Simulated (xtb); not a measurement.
xtb input (GFN1-xTB):

```bash
xtb mol.xyz --gfn 1 --sp --chrg 0 --uhf 0
```
mol.xyz:
```
5

O     -1.03161242    -0.43547658    -0.01906221
C      0.00415137     0.42058817     0.00392352
O      1.15861150     0.10574915     0.01788813
H     -0.66969788    -1.33749408    -0.02206250
H     -0.37120299     1.45178455     0.00791402
```

End of the output:

```
         :::::::::::::::::::::::::::::::::::::::::::::::::::::
         ::                     SUMMARY                     ::
         :::::::::::::::::::::::::::::::::::::::::::::::::::::
         :: total energy             -12.587922335432 Eh    ::
         :: gradient norm              0.021089927447 Eh/a0 ::
         :: HOMO-LUMO gap              5.699891379111 eV    ::
         ::.................................................::
         :: SCC energy               -12.676763053635 Eh    ::
         :: -> electrostatic           0.084446096400 Eh    ::
         :: repulsion energy           0.089544744432 Eh    ::
         :: dispersion energy         -0.000704026229 Eh    ::
         :: halogen bond corr.         0.000000000000 Eh    ::
         :: add. restraining           0.000000000000 Eh    ::
         :: total charge               0.000000000000 e     ::
         :::::::::::::::::::::::::::::::::::::::::::::::::::::

           -------------------------------------------------
          |                Property Printout                |
           -------------------------------------------------

    * Orbital Energies and Occupations

         #    Occupation            Energy/Eh            Energy/eV
      -------------------------------------------------------------
         1        2.0000           -0.8454813             -23.0067
         2        2.0000           -0.8156503             -22.1950
         3        2.0000           -0.7159763             -19.4827
         4        2.0000           -0.6545039             -17.8100
         5        2.0000           -0.6391171             -17.3913
         6        2.0000           -0.6354962             -17.2927
         7        2.0000           -0.5649336             -15.3726
         8        2.0000           -0.5496766             -14.9575
         9        2.0000           -0.4901817             -13.3385 (HOMO)
        10                         -0.2807146              -7.6386 (LUMO)
        11                         -0.1432779              -3.8988
        12                         -0.1296456              -3.5278
        13                          0.1829709               4.9789
        14                          0.2622387               7.1359
        15                          0.3300965               8.9824
        16                          0.7124717              19.3873
      -------------------------------------------------------------
Note: The following floating-point exceptions are signalling: IEEE_DENORMAL
normal termination of xtb
                  HL-Gap            0.2094672 Eh            5.6999 eV
             Fermi-level           -0.3854482 Eh          -10.4886 eV

  Mulliken/CM5 charges         n(s)   n(p)   n(d)
     1O    -0.49951 -0.70074   1.700  4.800  0.000
     2C     0.58030  0.59065   0.967  2.452  0.000
     3O    -0.50348 -0.55848   1.718  4.786  0.000
     4H     0.38107  0.55568   0.619  0.000  0.000
     5H     0.04160  0.11289   0.958  0.000  0.000

Wiberg/Mayer (AO) data.
largest (>0.10) Wiberg bond orders for each atom

 ---------------------------------------------------------------------------
     #   Z sym  total        # sym  WBO       # sym  WBO       # sym  WBO
 ---------------------------------------------------------------------------
     1   8 O    2.119 --     2 C    1.120     4 H    0.840     3 O    0.148
     2   6 C    3.827 --     3 O    1.773     1 O    1.120     5 H    0.936
     3   8 O    1.988 --     2 C    1.773     1 O    0.148
     4   1 H    0.873 --     1 O    0.840
     5   1 H    1.009 --     2 C    0.936
 ---------------------------------------------------------------------------

Topologies differ in total number of bonds
Writing topology from bond orders to xtbtopo.mol

 dipole moment from electron density (au)
     X       Y       Z
  -0.7260  -0.2070  -0.0125  total (Debye):    1.919

           -------------------------------------------------
          | TOTAL ENERGY              -12.587922335432 Eh   |
          | GRADIENT NORM               0.021089927447 Eh/α |
          | HOMO-LUMO GAP               5.699891379111 eV   |
           -------------------------------------------------

------------------------------------------------------------------------
------------------------------------------------------------------------
 total:
 SCF:
```
